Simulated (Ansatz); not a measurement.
in.yaml

```yaml
crystal:
  periodic: [false, false, false]
  atoms:
    - {symbol: Ge, position_ang: [-0.656484, -0.004808, 0.000881]}
    - {symbol: P, position_ang: [1.655316, 0.012124, -0.002222]}
    - {symbol: H, position_ang: [-1.195968, 1.436850, 0.003923]}
    - {symbol: H, position_ang: [-1.178396, -0.733455, 1.252326]}
    - {symbol: H, position_ang: [-1.181787, -0.729442, -1.251475]}
basis:
  gaussian: {orbitals: cc-pVTZ}
total_charge: 1
magnetization: {spin_polarized: false, initial_magnetization: 3}
correlation: {method: ccsd_t, electrons: outside_noble_gas}
```

```sh
$ ansatz run in.yaml --threads 2 --pin off --events-out ev --progress --plain --max-ram 24576MiB --backend cuda --devices 0, --max-vram 18GiB
```

Log:

```
703 factors; integrals over basis functions are off by at most 7.4e-4 eV
mean field evaluation 1: about -65783.3902 eV, gradient 1.1e1 eV
mean field evaluation 2: about -65783.3955 eV, gradient 1.1e1 eV
mean field evaluation 4: about -65784.7489 eV, gradient 2.0e0 eV
mean field evaluation 8: about -65784.7894 eV, gradient 2.1e-1 eV
mean field evaluation 16: about -65784.6172 eV, gradient 4.5e0 eV
mean field evaluation 32: about -65781.6164 eV, gradient 2.2e0 eV
mean field evaluation 64: about -65781.6469 eV, gradient 7.4e-3 eV
mean field -65784.79157464 eV, -2417.5464998348 hartree, gradient 1.8e-6 eV, S^2 3.750000; 1 other end points of the search recorded, 0 dependent functions left out
determinant -65784.79157464 eV, -2417.5464998348 hartree, with singles and doubles -65791.31467146 eV, -2417.7862192215 hartree
determinant -65781.64694065 eV, -2417.4309366671 hartree, with singles and doubles -65788.77792473 eV, -2417.6929954984 hartree
19 core orbitals not correlated: weight in the atoms' cores, before any rotation towards them, 0.999 or more for the frozen orbitals, at most 0.000 for the correlated occupied ones
reference -65784.79157464 eV, -2417.5464998348 hartree; 7, 4 occupied and 93, 96 virtual orbitals, 703 factors
second order -5.30960258 eV of doubles, -0.02396156 eV of singles
cycle   1  -6.39666384 eV  change   -4.2e-1 eV  update   2.0e-2
cycle   2  -6.40831110 eV  change   -1.2e-2 eV  update   5.5e-3
cycle   3  -6.41257689 eV  change   -4.3e-3 eV  update   2.2e-3
cycle   4  -6.41433676 eV  change   -1.8e-3 eV  update   1.0e-3
cycle   5  -6.41490150 eV  change   -5.6e-4 eV  update   3.9e-4
cycle   6  -6.41508721 eV  change   -1.9e-4 eV  update   1.4e-4
cycle   7  -6.41513571 eV  change   -4.9e-5 eV  update   3.4e-5
cycle   8  -6.41513893 eV  change   -3.2e-6 eV  update   1.2e-5
perturbative correction -0.22757227 eV, -0.0083631267 hartree
Total energy: -65791.43428584 eV, -2417.7906149688 hartree
```

Ran on 2 threads of AMD EPYC 7R13 with a shared H100 80 GB, shared host: 9.5 s wall, 0.8 GiB peak host memory.
